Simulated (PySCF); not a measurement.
**First hyperpolarisability: 2-pentanethiol, C5H12S**

Geometry (Å), atoms numbered from 1 in this order:
```xyz
18

C     2.603   -0.307   -0.434
C     1.394   -0.173    0.477
C     0.072   -0.210   -0.275
C    -1.171   -0.022    0.590
C    -2.457   -0.277   -0.180
S    -1.210    1.606    1.432
H     3.543   -0.288    0.137
H     2.644    0.515   -1.167
H     2.579   -1.251   -1.003
H     1.449    0.769    1.047
H     1.402   -0.982    1.229
H     0.072    0.560   -1.069
H    -0.024   -1.178   -0.800
H    -1.118   -0.721    1.443
H    -3.339   -0.142    0.461
H    -2.470   -1.302   -0.586
H    -2.547    0.419   -1.030
H    -1.297    2.345    0.303
```

Computed with quadratic response CAM-B3LYP/aug-cc-pVDZ first hyperpolarisability, Taylor convention, gas phase (PySCF). Geometry: PBE0-D3(BJ)/def2-SVP.

(1) What is the first hyperpolarisability, and how does it disperse?

(2) Which lowest excitations, dipole and polarisabilities go with it?

Answers

(1) In au, Taylor convention; the vector part is βᵢ = ⅓ Σⱼ (βᵢⱼⱼ + βⱼᵢⱼ + βⱼⱼᵢ); β∥ is 3/5 of the vector part along the dipole, the dipole points from − to +:
| process | λ (nm) | β vector norm | β∥ | β HRS | depolarisation ratio |
| --- | --- | --- | --- | --- | --- |
| static β(0;0,0) | ∞ | 106.2 | 40.1 | 44.9 | 4.69 |
| second harmonic β(−2ω;ω,ω) | 1907 | 112.3 | 42.6 | 47.4 | 4.69 |
| Pockels β(−ω;ω,0) | 1907 | 108.2 | 40.9 | – | – |
| second harmonic β(−2ω;ω,ω) | 1064 | 127.7 | 48.8 | 54.0 | 4.69 |
| Pockels β(−ω;ω,0) | 1064 | 112.7 | 42.7 | – | – |

(2) S1 5.43 eV (f = 0.009); S2 6.01 eV (f = 0.031); S3 6.44 eV (f = 0.012); dipole 1.62 D; isotropic α 85.6 au static, 85.8 au at 1907 nm, 86.3 au at 1064 nm, 86.5 au at 953.5 nm, 88.5 au at 532 nm.
